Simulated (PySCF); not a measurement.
SiN⁺ at PBE0

Level: PBE0. PySCF, no relativity, basis sets Si def2-TZVP, N def2-TZVP.

For SiN⁺, the state is ³Σ⁻ (triplet), unpaired electrons π ↑↑ and the bond length is 1.785 Å. The harmonic wavenumber is 800 cm⁻¹, the force constant is 3.52 mdyn/Å and the rotational constant Be is 0.5667 cm⁻¹. The anharmonicity ωexe is 4.76 cm⁻¹, the vibration–rotation constant αe is 0.00487 cm⁻¹ and the well depth De to Si⁺ + N is 62.8 kcal/mol. The dissociation energy D0 is 61.7 kcal/mol. The bond order (Mayer) is 1.41 and the dipole moment (positive dipole points towards N; it is taken about the centre of mass and depends on that origin) is -2.57 D.

For an ion De counts to the pair picked by the measured ionisation energies or electron affinities, which need not be the lowest pair at this level. The state is the lowest determinant that a PBE0 search found; another state may lie lower at other levels.
